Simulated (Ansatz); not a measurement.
## Relaxing IrC3

Computed with DFT PBE, scalar-relativistic, plane waves, PAW in Ansatz 0.2.0. Cutoff 420 eV, Γ-centred k mesh, Gaussian smearing, no spin polarisation in the final step.

IrC3 was placed on the TiAl3 (D0_22) structure type (I4/mmm, No. 139), with Ir in place of Ti, C in place of Al, at a guessed volume.

```xyz
4
Lattice="-1.5953 1.5953 3.5635 1.5953 -1.5953 3.5635 1.5953 1.5953 -3.5635" Properties=species:S:1:pos:R:3 pbc="T T T"
Ir    0.0000    0.0000    0.0000
C     0.0000    0.0000    3.5635
C     1.5953    0.0000    1.7818
C     0.0000    1.5953    1.7818
```

Cell and atoms relax at zero pressure; the relaxation can't lower the symmetry of the start.

Formation energies are uncorrected and refer to the elements' standard structures at the same level.

(1) Which crystal results?

(2) What are its volume, energy, density and gap?

Answers

(1) It keeps I4/mmm (No. 139). The result has the TiAl3 (D0_22) structure. Conventional cell: a = 3.513 Å, c = 5.669 Å. Ir has 8 C at 2.26 Å, 4 C at 2.48 Å and 2 C at 2.83 Å; C on Wyckoff site b (1 atom of the primitive cell) has 8 C at 2.26 Å, 4 Ir at 2.48 Å and 2 Ir at 2.83 Å; C on Wyckoff site d (2 atoms of the primitive cell) has 4 C at 2.26 Å, 4 Ir at 2.26 Å, 4 C at 2.48 Å and 2 C at 2.83 Å.

Space group I4/mmm (No. 139). a = 3.513 Å, b = 3.513 Å, c = 5.669 Å, α = 90.00°, β = 90.00°, γ = 90.00°
| atom | site | symmetry | x | y | z |
| --- | --- | --- | --- | --- | --- |
| Ir | 2a | 4/mmm | 0.0000 | 0.0000 | 0.0000 |
| C | 2b | 4/mmm | 0.5000 | 0.5000 | 0.0000 |
| C | 4d | -4m2 | 0.5000 | 0.0000 | 0.2500 |

(2) The volume per atom is 8.74 Å³, the density is 10.84 g/cm³ and the energy over the elements is 2.94 eV/atom. The gap on the 20×20×20 mesh is 0 eV (a metal).

The final run used a 20×20×20 mesh on its 4-atom cell and 0.10 eV smearing. The k mesh leaves about 4 meV/atom of noise in metals. Spin–orbit coupling is left out. A structure relaxed within its symmetry needn't be a true minimum.

Cost: 2 runs of about 2.7 core-minutes in all, on Intel Xeon 6975P-C (Granite Rapids) (shared hosts).